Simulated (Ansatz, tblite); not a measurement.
**The cluster GaF3: removing and adding an electron**

What does removing or adding an electron cost or gain for the cluster GaF3? Each charged state is run at several levels.

Program: Ansatz 0.2.0, Gaussian basis. Level of theory: as each input shows. These are calculated values, not measurements.

Levels to be run: charge +1 doublet, at the geometry of the singlet (PBE0-D4/def2-TZVP, PBE-D4/def2-TZVP, r2SCAN-D4/def2-TZVP, CCSD(T)/def2-TZVPP); charge -1 doublet, at the geometry of the singlet (PBE0-D4/def2-TZVPD, PBE-D4/def2-TZVPD, r2SCAN-D4/def2-TZVPD); the starting singlet's energies come from earlier runs.

### Step 1. The geometry

The geometry is that of the singlet, from an earlier relaxation (PBE-D4/def2-TZVP). At that level it is the lowest of the isomers that a small search found.

4 atoms, charge 0, spin multiplicity 1.

Atoms are counted from 1 here; the program's logs count them from 0.

Bond lengths: Ga1–F2 1.746 Å, Ga1–F3 1.746 Å, Ga1–F4 1.746 Å. Angles: F2–Ga1–F3 120.0°, F2–Ga1–F4 120.0°, F3–Ga1–F4 120.0°.

### Step 2. Charge +1 doublet at the fixed geometry, first pass, PBE0-D4/def2-SVP

File in.yaml:

```yaml
crystal:
  periodic: [false, false, false]
  atoms:
    - {symbol: Ga, position_ang: [0.000123, 0.000033, 0.000164]}
    - {symbol: F, position_ang: [-0.477648, -1.524062, 0.705513]}
    - {symbol: F, position_ang: [0.359852, 1.364197, 1.028920]}
    - {symbol: F, position_ang: [0.117672, 0.159821, -1.734588]}
basis:
  gaussian: {orbitals: def2-SVP}
total_charge: 1
magnetization: {spin_polarized: true, initial_magnetization: 1}
hamiltonian: {xc: pbe0, dispersion: d4}
output: {orbitals: {seedname: orbitals}}
```

Started as:

```
$ ansatz run in.yaml --threads 4 --pin off --events-out ev --progress --plain --max-ram 3916MiB
```

What it wrote:

```text
Functional definition: PBE0
  name "PBE0"
  cite "Adamo & Barone, J. Chem. Phys. 110, 6158 (1999) doi:10.1063/1.478522"
  cite "Perdew, Burke & Ernzerhof, Phys. Rev. Lett. 77, 3865 (1996) doi:10.1103/PhysRevLett.77.3865"
  parent pbe
  parameter a = 0.25
  parameter kappa = 0.804
  parameter beta = 0.06672455060314922
  exchange = (1 - a)*pbe_x(kappa = kappa, mu = beta*pi^2/3) + a*exact_x
  correlation = pbe_c(beta = beta)
700 factors; integrals over basis functions are off by at most 7.1e-4 eV
mean field evaluation 1: about -60479.1474 eV, gradient 5.7e1 eV
mean field evaluation 2: about -60450.8695 eV, gradient 1.1e2 eV
mean field evaluation 4: about -60487.1287 eV, gradient 2.4e1 eV
mean field evaluation 8: about -60489.4484 eV, gradient 7.3e-1 eV
mean field evaluation 16: about -60489.4753 eV, gradient 3.2e-2 eV
mean field evaluation 32: about -60489.4632 eV, gradient 1.7e0 eV
mean field evaluation 64: about -60489.6140 eV, gradient 2.2e-5 eV
mean field -60489.61400655 eV, -2222.9523134076 hartree, gradient 9.4e-6 eV, S^2 0.757987; 7 other end points of the search recorded, 0 dependent functions left out
reference -60489.61403432 eV, -2222.9523144284 hartree; 29, 28 occupied and 45, 46 virtual orbitals, 700 factors
Total energy: -60489.65296658 eV, -2222.9537451626 hartree
```

Run time: 5.5 s. Hardware: 4 threads of Arm Neoverse V1, shared host.

Report: HOMO -18.51 eV, LUMO -16.94 eV (over both spins); ⟨S²⟩ 0.758 (pure: 0.75); the next solution that the search met lies 0.139 eV higher.

### Step 3. Charge +1 doublet at the fixed geometry, PBE0-D4/def2-TZVP

start.molden holds the orbitals of an earlier run on this state, given as this run's starting guess.

Changes to in.yaml since step 2:

```diff
@@ -8,3 +8,3 @@
 basis:
-  gaussian: {orbitals: def2-SVP}
+  gaussian: {orbitals: def2-TZVP, initial_orbitals: start.molden}
 total_charge: 1
@@ -12,2 +12,3 @@
 hamiltonian: {xc: pbe0, dispersion: d4}
+scf: {omitted_lower_state_checks: [starts]}
 output: {orbitals: {seedname: orbitals}}
```

Launched as before.

What it wrote (excerpt; [...] marks lines left out):

```text
Functional definition: PBE0
  name "PBE0"
  cite "Adamo & Barone, J. Chem. Phys. 110, 6158 (1999) doi:10.1063/1.478522"
  cite "Perdew, Burke & Ernzerhof, Phys. Rev. Lett. 77, 3865 (1996) doi:10.1103/PhysRevLett.77.3865"
  parent pbe
[...]
881 factors; their error is unknown
[...]
mean field -60506.55221924 eV, -2223.5747812428 hartree, gradient 5.6e-6 eV, S^2 0.758504; 0 other end points of the search recorded, 0 dependent functions left out
reference -60506.55224042 eV, -2223.5747820214 hartree; 29, 28 occupied and 112, 113 virtual orbitals, 881 factors
Total energy: -60506.59117269 eV, -2223.5762127557 hartree
Checks for a lower state left out: starts
```

Run time: 4.7 s. Hardware: 4 threads of Arm Neoverse V1, shared host.

Report: HOMO -18.39 eV, LUMO -16.89 eV (over both spins); ⟨S²⟩ 0.759 (pure: 0.75).

### Step 4. Charge +1 doublet at the fixed geometry, PBE-D4/def2-TZVP

Changes to in.yaml since step 3:

```diff
@@ -11,3 +11,3 @@
 magnetization: {spin_polarized: true, initial_magnetization: 1}
-hamiltonian: {xc: pbe0, dispersion: d4}
+hamiltonian: {xc: pbe, dispersion: d4}
 scf: {omitted_lower_state_checks: [starts]}
```

Same command.

What it wrote:

```text
Functional definition: PBE
  name "PBE"
  cite "Perdew, Burke & Ernzerhof, Phys. Rev. Lett. 77, 3865 (1996) doi:10.1103/PhysRevLett.77.3865"
  parent pbe
  parameter kappa = 0.804
  parameter beta = 0.06672455060314922
  exchange = pbe_x(kappa = kappa, mu = beta*pi^2/3)
  correlation = pbe_c(beta = beta)
these checks for a lower state are left out or cut short: starts
836 factors; their error is unknown
mean field evaluation 1: about -60506.4176 eV, gradient 8.5e0 eV
mean field evaluation 2: about -60506.5871 eV, gradient 1.8e-1 eV
mean field evaluation 4: about -60506.5726 eV, gradient 4.6e-4 eV
mean field evaluation 8: about -60506.5726 eV, gradient 2.2e-5 eV
mean field -60506.57263341 eV, -2223.5755314500 hartree, gradient 7.2e-6 eV, S^2 0.752355; 0 other end points of the search recorded, 0 dependent functions left out
reference -60506.57266227 eV, -2223.5755325104 hartree; 29, 28 occupied and 112, 113 virtual orbitals, 836 factors
Total energy: -60506.61924374 eV, -2223.5772443479 hartree
Checks for a lower state left out: starts
```

It took 1.7 s on 4 threads of Arm Neoverse V1, shared host.

HOMO -17.39 eV, LUMO -17.24 eV (over both spins); ⟨S²⟩ 0.752 (pure: 0.75).

### Step 5. Charge +1 doublet at the fixed geometry, r2SCAN-D4/def2-TZVP

Changes to in.yaml since step 4:

```diff
@@ -11,3 +11,3 @@
 magnetization: {spin_polarized: true, initial_magnetization: 1}
-hamiltonian: {xc: pbe, dispersion: d4}
+hamiltonian: {xc: r2scan, dispersion: d4}
 scf: {omitted_lower_state_checks: [starts]}
```

The command is unchanged.

What it wrote (excerpt; [...] marks lines left out):

```text
Functional definition: r2SCAN
  name "r2SCAN"
  cite "Furness, Kaplan, Ning, Perdew & Sun, J. Phys. Chem. Lett. 11, 8208 (2020) doi:10.1021/acs.jpclett.0c02405"
  cite "Furness, Kaplan, Ning, Perdew & Sun, J. Phys. Chem. Lett. 11, 9248 (2020) doi:10.1021/acs.jpclett.0c03077"
  parent r2scan
[...]
836 factors; their error is unknown
[...]
mean field -60518.25394644 eV, -2224.0048117857 hartree, gradient 2.4e-6 eV, S^2 0.754685; 0 other end points of the search recorded, 0 dependent functions left out
reference -60518.25395564 eV, -2224.0048121238 hartree; 29, 28 occupied and 112, 113 virtual orbitals, 836 factors
Total energy: -60518.26425358 eV, -2224.0051905661 hartree
Checks for a lower state left out: starts
```

Run time: 7.5 s. Hardware: 4 threads of Arm Neoverse V1, shared host.

From the report: HOMO -17.56 eV, LUMO -17.38 eV (over both spins); ⟨S²⟩ 0.755 (pure: 0.75).

### Step 6. Charge +1 doublet at the fixed geometry, CCSD(T)/def2-TZVPP

Changes to in.yaml since step 5:

```diff
@@ -8,7 +8,7 @@
 basis:
-  gaussian: {orbitals: def2-TZVP, initial_orbitals: start.molden}
+  gaussian: {orbitals: def2-TZVPP, initial_orbitals: start.molden}
 total_charge: 1
 magnetization: {spin_polarized: true, initial_magnetization: 1}
-hamiltonian: {xc: r2scan, dispersion: d4}
-scf: {omitted_lower_state_checks: [starts]}
+correlation: {method: ccsd_t}
+scf: {omitted_lower_state_checks: [starts, cluster_reference]}
 output: {orbitals: {seedname: orbitals}}
```

The command is unchanged.

What it wrote (excerpt; [...] marks lines left out):

```text
Functional definition: HF
  name "HF"
  cite "Fock, Z. Phys. 61, 126 (1930) doi:10.1007/BF01340294"
  parent pbe
[...]
946 factors; integrals over basis functions are off by at most 1.1e-3 eV
[...]
mean field -60445.45750658 eV, -2221.3295919641 hartree, gradient 1.5e-6 eV, S^2 0.754396; 0 other end points of the search recorded, 0 dependent functions left out
12 core orbitals not correlated: weight in the atoms' cores, before any rotation towards them, 1.000 or more for the frozen orbitals, at most 0.000 for the correlated occupied ones
reference -60445.45750658 eV, -2221.3295919641 hartree; 17, 16 occupied and 112, 113 virtual orbitals, 946 factors
second order -24.52731235 eV of doubles, -0.00000000 eV of singles
cycle   1  -23.78913693 eV  change    7.4e-1 eV  update   1.3e-1
[...]
cycle  18  -24.59386239 eV  change    1.1e-5 eV  update   1.8e-5
perturbative correction -0.80783264 eV, -0.0296873021 hartree
Total energy: -60470.85920161 eV, -2222.2630870388 hartree
Checks for a lower state left out: starts, cluster_reference
```

Wall time 82 s (4 threads of Arm Neoverse V1, shared host); peak memory 2.2 GiB.

From the report: Hartree-Fock HOMO -22.81 eV, LUMO -10.60 eV (over both spins); ⟨S²⟩ 0.754 (pure: 0.75); T1 0.029.

### Step 7. Vertical ionisation energy

Charged state less starting state, singlet to doublet; the starting state's energies are those of its earlier runs.

Differences are taken before rounding.

```tsv
method	vertical ionisation energy (eV)	from CCSD(T)/def2-TZVPP (eV)	time
HF/def2-TZVPP	13.55	-1.51	
PBE-D4/def2-TZVP	13.43	-1.63	2.4 s
r2SCAN-D4/def2-TZVP	13.76	-1.30	9 s
PBE0-D4/def2-TZVP	14.31	-0.75	5.9 s
MP2/def2-TZVPP	15.46	+0.39	
CCSD/def2-TZVPP	15.04	-0.02	
CCSD(T)/def2-TZVPP	15.06	0	98 s
```

Times add the two runs; a level without a time comes out of a correlated run.

Beside −ε(HOMO) of the starting state:

```tsv
level	−ε(HOMO) (eV)	by difference (eV)	mismatch (eV)
PBE-D4/def2-TZVP	9.63	13.43	-3.80
r2SCAN-D4/def2-TZVP	10.14	13.76	-3.62
PBE0-D4/def2-TZVP	11.74	14.31	-2.57
```

### Step 8. Charge -1 doublet at the fixed geometry, first pass, PBE0-D4/def2-SVP

Changes to in.yaml since step 6:

```diff
@@ -8,7 +8,6 @@
 basis:
-  gaussian: {orbitals: def2-TZVPP, initial_orbitals: start.molden}
-total_charge: 1
+  gaussian: {orbitals: def2-SVP}
+total_charge: -1
 magnetization: {spin_polarized: true, initial_magnetization: 1}
-correlation: {method: ccsd_t}
-scf: {omitted_lower_state_checks: [starts, cluster_reference]}
+hamiltonian: {xc: pbe0, dispersion: d4}
 output: {orbitals: {seedname: orbitals}}
```

The command is unchanged.

What it wrote:

```text
Functional definition: PBE0
  name "PBE0"
  cite "Adamo & Barone, J. Chem. Phys. 110, 6158 (1999) doi:10.1063/1.478522"
  cite "Perdew, Burke & Ernzerhof, Phys. Rev. Lett. 77, 3865 (1996) doi:10.1103/PhysRevLett.77.3865"
  parent pbe
  parameter a = 0.25
  parameter kappa = 0.804
  parameter beta = 0.06672455060314922
  exchange = (1 - a)*pbe_x(kappa = kappa, mu = beta*pi^2/3) + a*exact_x
  correlation = pbe_c(beta = beta)
700 factors; integrals over basis functions are off by at most 7.1e-4 eV
mean field evaluation 1: about -60503.4277 eV, gradient 1.3e1 eV
mean field evaluation 2: about -60503.1977 eV, gradient 1.8e1 eV
mean field evaluation 4: about -60503.9506 eV, gradient 7.0e-1 eV
mean field evaluation 8: about -60503.9867 eV, gradient 2.4e-2 eV
mean field evaluation 16: about -60503.9867 eV, gradient 6.8e-5 eV
mean field -60503.98672115 eV, -2223.4805009271 hartree, gradient 6.8e-5 eV, S^2 0.752228; 0 other end points of the search recorded, 0 dependent functions left out
reference -60503.98675442 eV, -2223.4805021499 hartree; 30, 29 occupied and 44, 45 virtual orbitals, 700 factors
Total energy: -60504.03957905 eV, -2223.4824434189 hartree
```

Run time: 0.95 s. Hardware: 4 threads of Arm Neoverse V1, shared host.

From the report: HOMO 2.05 eV, LUMO 4.46 eV (over both spins); ⟨S²⟩ 0.752 (pure: 0.75). Doubts: highest occupied level lies above zero.

### Step 9. Charge -1 doublet at the fixed geometry, PBE0-D4/def2-TZVPD

Changes to in.yaml since step 8:

```diff
@@ -8,3 +8,3 @@
 basis:
-  gaussian: {orbitals: def2-SVP}
+  gaussian: {orbitals: def2-TZVPD, initial_orbitals: start.molden}
 total_charge: -1
@@ -12,2 +12,3 @@
 hamiltonian: {xc: pbe0, dispersion: d4}
+scf: {omitted_lower_state_checks: [starts]}
 output: {orbitals: {seedname: orbitals}}
```

Same command.

What it wrote:

```text
Functional definition: PBE0
  name "PBE0"
  cite "Adamo & Barone, J. Chem. Phys. 110, 6158 (1999) doi:10.1063/1.478522"
  cite "Perdew, Burke & Ernzerhof, Phys. Rev. Lett. 77, 3865 (1996) doi:10.1103/PhysRevLett.77.3865"
  parent pbe
  parameter a = 0.25
  parameter kappa = 0.804
  parameter beta = 0.06672455060314922
  exchange = (1 - a)*pbe_x(kappa = kappa, mu = beta*pi^2/3) + a*exact_x
  correlation = pbe_c(beta = beta)
these checks for a lower state are left out or cut short: starts
1015 factors; their error is unknown
mean field evaluation 1: about -60516.1857 eV, gradient 1.6e2 eV
mean field evaluation 2: about -60520.9704 eV, gradient 6.4e0 eV
mean field evaluation 4: about -60521.5669 eV, gradient 1.2e-2 eV
mean field evaluation 8: about -60521.7600 eV, gradient 1.3e-5 eV
mean field -60521.75995677 eV, -2224.1336552890 hartree, gradient 1.3e-5 eV, S^2 0.751451; 0 other end points of the search recorded, 0 dependent functions left out
reference -60521.75999205 eV, -2224.1336565855 hartree; 30, 29 occupied and 144, 145 virtual orbitals, 1015 factors
Total energy: -60521.81281667 eV, -2224.1355978546 hartree
Checks for a lower state left out: starts
```

Wall time 2.9 s (4 threads of Arm Neoverse V1, shared host).

Report: HOMO 0.99 eV, LUMO 2.98 eV (over both spins); ⟨S²⟩ 0.751 (pure: 0.75). Doubts: highest occupied level lies above zero.

### Step 10. Charge -1 doublet at the fixed geometry, PBE-D4/def2-TZVPD

Changes to in.yaml since step 9:

```diff
@@ -11,3 +11,3 @@
 magnetization: {spin_polarized: true, initial_magnetization: 1}
-hamiltonian: {xc: pbe0, dispersion: d4}
+hamiltonian: {xc: pbe, dispersion: d4}
 scf: {omitted_lower_state_checks: [starts]}
```

Launched as before.

What it wrote:

```text
Functional definition: PBE
  name "PBE"
  cite "Perdew, Burke & Ernzerhof, Phys. Rev. Lett. 77, 3865 (1996) doi:10.1103/PhysRevLett.77.3865"
  parent pbe
  parameter kappa = 0.804
  parameter beta = 0.06672455060314922
  exchange = pbe_x(kappa = kappa, mu = beta*pi^2/3)
  correlation = pbe_c(beta = beta)
these checks for a lower state are left out or cut short: starts
967 factors; their error is unknown
mean field evaluation 1: about -60520.8911 eV, gradient 8.6e0 eV
mean field evaluation 2: about -60521.0519 eV, gradient 1.7e-1 eV
mean field evaluation 4: about -60521.0334 eV, gradient 6.8e-4 eV
mean field -60521.03338985 eV, -2224.1069544471 hartree, gradient 5.6e-6 eV, S^2 0.751007; 0 other end points of the search recorded, 0 dependent functions left out
reference -60521.03343556 eV, -2224.1069561271 hartree; 30, 29 occupied and 144, 145 virtual orbitals, 967 factors
Total energy: -60521.09650605 eV, -2224.1092739247 hartree
Checks for a lower state left out: starts
```

Run time: 1.8 s. Hardware: 4 threads of Arm Neoverse V1, shared host.

From the report: HOMO 1.58 eV, LUMO 2.15 eV (over both spins); ⟨S²⟩ 0.751 (pure: 0.75). Doubts: highest occupied level lies above zero.

### Step 11. Charge -1 doublet at the fixed geometry, r2SCAN-D4/def2-TZVPD

Changes to in.yaml since step 10:

```diff
@@ -11,3 +11,3 @@
 magnetization: {spin_polarized: true, initial_magnetization: 1}
-hamiltonian: {xc: pbe, dispersion: d4}
+hamiltonian: {xc: r2scan, dispersion: d4}
 scf: {omitted_lower_state_checks: [starts]}
```

Same command.

What it wrote:

```text
Functional definition: r2SCAN
  name "r2SCAN"
  cite "Furness, Kaplan, Ning, Perdew & Sun, J. Phys. Chem. Lett. 11, 8208 (2020) doi:10.1021/acs.jpclett.0c02405"
  cite "Furness, Kaplan, Ning, Perdew & Sun, J. Phys. Chem. Lett. 11, 9248 (2020) doi:10.1021/acs.jpclett.0c03077"
  parent r2scan
  parameter k0 = 0.174
  parameter k1 = 0.065
  parameter a1 = 4.9479
  exchange = r2scan_x(k0 = k0, k1 = k1, a1 = a1)
  correlation = r2scan_c
these checks for a lower state are left out or cut short: starts
967 factors; their error is unknown
mean field evaluation 1: about -60532.8891 eV, gradient 4.8e0 eV
mean field evaluation 2: about -60532.9266 eV, gradient 6.4e-2 eV
mean field evaluation 4: about -60532.9083 eV, gradient 2.6e-4 eV
mean field -60532.90829311 eV, -2224.5433490930 hartree, gradient 2.7e-5 eV, S^2 0.752507; 0 other end points of the search recorded, 0 dependent functions left out
reference -60532.90832067 eV, -2224.5433501056 hartree; 30, 29 occupied and 144, 145 virtual orbitals, 967 factors
Total energy: -60532.92251160 eV, -2224.5438716127 hartree
Checks for a lower state left out: starts
```

Wall time 4.5 s (4 threads of Arm Neoverse V1, shared host).

From the report: HOMO 1.53 eV, LUMO 2.53 eV (over both spins); ⟨S²⟩ 0.753 (pure: 0.75). Doubts: highest occupied level lies above zero.

### Step 12. Vertical electron affinity

Starting state less charged state (positive: the electron is bound), singlet to doublet; the starting state's energies are those of its earlier runs.

```tsv
level	vertical electron affinity (eV)	time
PBE-D4/def2-TZVPD	+0.93	2.8 s
r2SCAN-D4/def2-TZVPD	+0.81	6.7 s
PBE0-D4/def2-TZVPD	+0.81	4.4 s
```

Times add the two runs; a level without a time comes out of a correlated run.

Beside −ε(LUMO) of the starting state:

```tsv
level	−ε(LUMO) (eV)	by difference (eV)	mismatch (eV)
PBE-D4/def2-TZVPD	3.71	0.93	+2.79
r2SCAN-D4/def2-TZVPD	3.35	0.81	+2.54
PBE0-D4/def2-TZVPD	2.71	0.81	+1.90
```

### Step 13. What came out

| quantity | value |
| --- | --- |
| vertical ionisation energy, functionals in def2-TZVP | 13.43 (PBE-D4) to 14.31 eV (PBE0-D4) |
| vertical ionisation energy, CCSD(T)/def2-TZVPP | 15.06 eV |
| vertical electron affinity, functionals in def2-TZVPD | 0.81 (r2SCAN-D4) to 0.93 eV (PBE-D4) |

What this shows: The vertical ionisation energy spans 13.43 to 14.31 eV over the functionals, beside 15.06 eV from CCSD(T)/def2-TZVPP. −ε(HOMO) misses the level's own difference by -2.57 eV at best (PBE0-D4) and -3.80 eV at worst (PBE-D4). The reference is CCSD(T) in one finite basis, so it carries an error of its own, often a tenth of an eV or more, and near misses can't be ranked. The vertical electron affinity spans 0.81 to 0.93 eV over the functionals. The anion's highest level lies above zero where self-interaction lifts it, so diffuse functions weigh on these values. −ε(LUMO) misses the level's own difference by +1.90 eV at best (PBE0-D4) and +2.79 eV at worst (PBE-D4).

The anion's highest level is positive in at least one run, so there the basis alone may hold the extra electron.
